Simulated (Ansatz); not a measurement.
A structure relaxed at PBE0-D4/def2-TZVP, charge 0, multiplicity 1:

```xyz
10

C    -0.387   -0.262    1.452
Si    0.341   -0.512   -0.253
P     0.498    1.484   -1.298
H    -0.430   -1.210    1.995
H    -1.402    0.136    1.387
H     0.217    0.438    2.032
H    -0.477   -1.490   -1.023
H     1.725   -1.052   -0.154
H     0.809    0.911   -2.560
H    -0.894    1.557   -1.578
```

Problem. Give its formula and SMILES.

Solution. CH7PSi, `C[SiH2]P`.

Problem. Summarise the bond lengths by kind.

Solution. 1 × C–Si 1.871 Å; 3 × C–H 1.092 to 1.093 Å; 1 × P–Si 2.258 Å; 2 × H–Si 1.489 Å; 2 × H–P 1.421 Å.

All numbers were calculated with Ansatz.
